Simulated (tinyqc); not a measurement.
Pariser-Parr-Pople SCF with singles CI, for the molecule C=CC=C (SMILES; centres numbered as the heavy atoms are written), step by step. One step of it, computed by the program tinyqc.

Task: PPP integrals. Mataga-Nishimoto: gamma = 14.399645/(R + a), a = 2 x 14.399645/(gamma_rr + gamma_ss); H_rr = -W_r - sum_(s != r) z_s gamma_rs; H_rs = beta for bonds.

Centres (angstrom, eV; a flat drawing with bonds scaled to 1.40 angstrom):
```
centre          x          y  core charge z          W   gamma_rr
1C      -1.848000  -0.127000              1  12.200000  10.780000
2C      -0.559000   0.421000              1  12.200000  10.780000
3C       0.559000  -0.421000              1  12.200000  10.780000
4C       1.848000   0.127000              1  12.200000  10.780000
```

Resonance integrals (eV):
```
i  j       beta
1  2  -2.390000
2  3  -2.390000
3  4  -2.390000
```

Give: repulsion gamma_rs; core matrix H.

Result:

repulsion gamma_rs (eV), order 1C, 2C, 3C, 4C:
$$\begin{pmatrix}
10.7800 & 5.2622 & 3.8290 & 2.8568 \\
5.2622 & 10.7800 & 5.2642 & 3.8290 \\
3.8290 & 5.2642 & 10.7800 & 5.2622 \\
2.8568 & 3.8290 & 5.2622 & 10.7800
\end{pmatrix}$$

core matrix H (eV), order 1C, 2C, 3C, 4C:
$$\begin{pmatrix}
-24.1480 & -2.3900 & 0.0000 & 0.0000 \\
-2.3900 & -26.5555 & -2.3900 & 0.0000 \\
0.0000 & -2.3900 & -26.5555 & -2.3900 \\
0.0000 & 0.0000 & -2.3900 & -24.1480
\end{pmatrix}$$
